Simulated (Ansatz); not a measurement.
AlCCl⁺, doublet: reading a ladder of total energies

Geometry: that of the AlCCl, singlet, kept fixed.

```yaml
atoms:
  - { symbol: Al, position_ang: [0.0000, -0.0844, 1.9185] }
  - { symbol: C, position_ang: [0.0000, 0.4145, 0.0736] }
  - { symbol: Cl, position_ang: [0.0000, -0.0762, -1.4850] }
```

Basis cc-pVDZ; Ansatz 0.2.0. Only valence electrons are correlated (noble-gas cores frozen), which leaves 13 electrons in 39 orbitals. Prefix R: restricted or restricted open-shell reference.

Full CI isn't at hand for all of this; RCCSDT(Q) serves as the reference, and is uncertain by the last step of the cluster series or more.

RCCSD has a T1 diagnostic of 0.053 and a largest doubles amplitude of 0.14.

Runs differ by some tens of microhartree through their thresholds and, for an open shell, their frozen cores, so steps under 0.03 kcal/mol mean nothing.

Here the R and U totals at CCSDT(Q) differ by 0.37 kcal/mol, a measure of how far such totals hang on the determinant and its frozen core.

```csv
level,total energy (hartree)
RHF,-738.882981
RMP2,-739.159663
RCCSD,-739.197913
RCCSD(T),-739.212463
RCCSDT,-739.214647
RCCSDT(Q),-739.215770
```

**Question.** What is the correlation energy at RCCSDT(Q), and what share of it do RMP2 and RCCSD recover?

**Answer.** E(corr) = -739.215770 − (-738.882981) = -0.332789 hartree = -9.056 eV. RMP2: -0.276682 / -0.332789 = 83.14 %. RCCSD: -0.314932 / -0.332789 = 94.63 %.

**Question.** By how many kcal/mol does RCCSD(T) miss RCCSDT(Q) (1 hartree = 627.509 kcal/mol), and which steps make up the rest?

**Answer.** -739.212463 − (-739.215770) = 0.003307 hartree = 2.08 kcal/mol. Steps: RCCSDT − RCCSD(T) = -1.37, RCCSDT(Q) − RCCSDT = -0.70 kcal/mol. Differences between like states or geometries often cancel part of this.
